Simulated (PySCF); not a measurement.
# CO2, singlet: reading a ladder of total energies

Geometry: MP2(full)/6-31G*, from the G2/97 set.

| atom | x (Å) | y (Å) | z (Å) |
| --- | --- | --- | --- |
| C | 0.0000 | 0.0000 | 0.0000 |
| O | 0.0000 | 0.0000 | -1.1787 |
| O | 0.0000 | 0.0000 | 1.1787 |

Basis STO-3G; PySCF 2.14.0. Correlated methods freeze the noble-gas cores, which leaves 16 electrons in 12 orbitals. R marks a restricted (for open shells ROHF) determinant.

Full CI is exact within this basis and frozen core; it isn't the basis-set limit.

```json
{"level": "RHF", "total energy (hartree)": "-185.068000"}
{"level": "RMP2", "total energy (hartree)": "-185.273373"}
{"level": "RCCSD", "total energy (hartree)": "-185.263812"}
{"level": "RCCSD(T)", "total energy (hartree)": "-185.285960"}
{"level": "RCCSDT", "total energy (hartree)": "-185.285681"}
{"level": "RCCSDT(Q)", "total energy (hartree)": "-185.285690"}
{"level": "full CI", "total energy (hartree)": "-185.285557"}
```

Q: What is the correlation energy at full CI, and what share of it do RMP2 and RCCSD recover?

A: E(corr) = -185.285557 − (-185.068000) = -0.217557 hartree = -5.920 eV. RMP2: -0.205373 / -0.217557 = 94.40 %. RCCSD: -0.195812 / -0.217557 = 90.00 %.

Q: By how many kcal/mol does RCCSD(T) miss full CI (1 hartree = 627.509 kcal/mol), and which steps make up the rest?

A: -185.285960 − (-185.285557) = -0.000403 hartree = -0.25 kcal/mol. Steps: RCCSDT − RCCSD(T) = 0.18, RCCSDT(Q) − RCCSDT = -0.01, full CI − RCCSDT(Q) = 0.08 kcal/mol. That is within 1 kcal/mol of the reference in this basis, which itself misses far more of the correlation at the basis-set limit.
